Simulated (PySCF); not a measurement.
Cartesian coordinates in Å; atom numbers follow the order of the lines, from 1:
```xyz
10

Al   -0.385   -0.657   -0.002
C     1.575   -0.665   -0.003
H     1.969   -0.183    0.909
H     1.974   -0.080   -0.850
H     2.010   -1.675   -0.058
C    -1.350    1.049    0.007
H    -1.143    1.618   -0.917
H    -1.014    1.693    0.839
H    -2.442    0.936    0.088
H    -1.193   -2.036   -0.013
```

All values are calculated (PySCF 2.14.0 with density-fitted response routines): geometry: PBE0-D3(BJ)/def2-SVP, GIAO B3LYP/pcSseg-1 (pcSseg-2 on Al) shieldings. Single conformer, fast rotation and ring inversion assumed for equivalent nuclei, no relativistic terms, isolated molecule.

References, each an isolated molecule treated in the same way: TMS for $^{13}$C, $^{1}$H; $^{27}$Al vs [Al(H2O)6]3+.

| atoms | nucleus | count | δ (ppm) |
| --- | --- | --- | --- |
| H3/H4/H5/H7/H8/H9 | $^{1}$H | 6 | -0.20 |
| H10 | $^{1}$H | 1 | 5.49 |
| Al1 | $^{27}$Al | 1 | ? |
| C2/C6 | $^{13}$C | 2 | ? |

Question: Fill in the missing shifts.

Answer: 
- C2/C6: -6.4 ppm, carbon bonded to Al, 3 H
- Al1: 331.8 ppm, aluminium bonded to 2 C, H

Hydrides on Al or Ga are broadened by the quadrupolar metal nucleus. Shifts are as computed, not scaled to solution data. Of 1211 compounds with measured shifts, 218 miss one by over three times the rms of a fit or turn the order of signals round; such compounds aren't used in these exercises.
